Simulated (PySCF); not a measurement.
Compound: trifluoroacetaldehyde, C2HF3O.
Bonds: O1–C2 (double), C2–C3, C3–F4, C3–F5, C3–F6. Hydrogens: H7 on C2.

Computed with PySCF at PBE0/def2-SVPD, non-relativistic, on one gas-phase PBE0-D3(BJ)/def2-SVP geometry that isn't relaxed in the solvent. The solvent is an IEF-PCM continuum (van der Waals radii × 1.2), and excitations are vertical TDDFT with non-equilibrium linear response and a frozen core. The model holds no explicit solvent molecules, cavitation or dispersion.

Gas-phase singlets (H = HOMO, L = LUMO):

```json
{"state": "S1", "E (eV)": "4.134", "λ (nm)": "300", "f": "0.000", "leading configurations": "H→L 99%"}
{"state": "S2", "E (eV)": "8.273", "λ (nm)": "150", "f": "0.025", "leading configurations": "H→L+1 94%"}
{"state": "S3", "E (eV)": "8.512", "λ (nm)": "146", "f": "0.002", "leading configurations": "H-3→L 93%"}
{"state": "S4", "E (eV)": "8.842", "λ (nm)": "140", "f": "0.002", "leading configurations": "H-2→L 96%"}
{"state": "S5", "E (eV)": "9.079", "λ (nm)": "137", "f": "0.000", "leading configurations": "H-4→L 77%, H-6→L 13%"}
```

Task: Give the list for acetone (ε = 20.49), n² = 1.85.

Result: 
```json
{"state": "S1", "E (eV)": "4.221", "λ (nm)": "294", "f": "0.000", "leading configurations": "H→L 99%", "change by rank (eV)": "+0.087"}
{"state": "S2", "E (eV)": "8.335", "λ (nm)": "149", "f": "0.006", "leading configurations": "H→L+1 90%, H→L+2 8%", "change by rank (eV)": "+0.062"}
{"state": "S3", "E (eV)": "8.638", "λ (nm)": "144", "f": "0.003", "leading configurations": "H-3→L 95%", "change by rank (eV)": "+0.126"}
{"state": "S4", "E (eV)": "8.968", "λ (nm)": "138", "f": "0.002", "leading configurations": "H-2→L 98%", "change by rank (eV)": "+0.126"}
{"state": "S5", "E (eV)": "9.165", "λ (nm)": "135", "f": "0.078", "leading configurations": "H→L+2 77%, H-1→L 11%", "change by rank (eV)": "+0.086"}
```

Task: Give the list for acetonitrile (ε = 35.69), n² = 1.81.

Result: 
```json
{"state": "S1", "E (eV)": "4.226", "λ (nm)": "293", "f": "0.000", "leading configurations": "H→L 99%", "change by rank (eV)": "+0.092"}
{"state": "S2", "E (eV)": "8.334", "λ (nm)": "149", "f": "0.005", "leading configurations": "H→L+1 90%, H→L+2 8%", "change by rank (eV)": "+0.061"}
{"state": "S3", "E (eV)": "8.644", "λ (nm)": "143", "f": "0.003", "leading configurations": "H-3→L 95%", "change by rank (eV)": "+0.132"}
{"state": "S4", "E (eV)": "8.973", "λ (nm)": "138", "f": "0.002", "leading configurations": "H-2→L 98%", "change by rank (eV)": "+0.131"}
{"state": "S5", "E (eV)": "9.163", "λ (nm)": "135", "f": "0.076", "leading configurations": "H→L+2 78%, H-1→L 11%", "change by rank (eV)": "+0.084"}
```

Task: The ground-state energy changes by -0.170 eV from gas to acetonitrile. By how much does the total energy of gas-phase S1 change?

Result: E(S1) = E(S0) + excitation energy, so it changes by -0.170 + 0.092 = -0.078 eV: it is lowered less than the ground state, which is what a blue shift means. This is the vertical state, with the slow part of the continuum still set for S0.

Task: How do the frontier levels move from gas to acetonitrile?

Result: 
| orbital | gas (eV) | solvent (eV) | change (eV) |
| --- | --- | --- | --- |
| LUMO+2 | 1.53 | 1.74 | +0.21 |
| LUMO+1 | 0.71 | 0.96 | +0.25 |
| LUMO | -2.28 | -2.00 | +0.28 |
| HOMO | -8.87 | -8.67 | +0.20 |
| HOMO-1 | -12.38 | -12.20 | +0.18 |
| HOMO-2 | -12.58 | -12.44 | +0.14 |
| HOMO-3 | -12.71 | -12.58 | +0.13 |

The HOMO–LUMO gap goes from 6.59 to 6.67 eV. Rows go by rank; for LUMO+1 and LUMO+2 the atom shares or the degeneracy differ between the runs, so the row needn't follow one orbital.

The run took 9.0 s on an Arm Neoverse V2 with one thread, no GPU, shared host, and the process peaked at 0.64 GiB of memory. This is the whole response run at PBE0/def2-SVPD in acetonitrile, SCF included.

Shape of the structure used: `[O:1]=[CH:2][C:3]([F:4])([F:5])[F:6]`: O1–C2–C3–F4 120°.
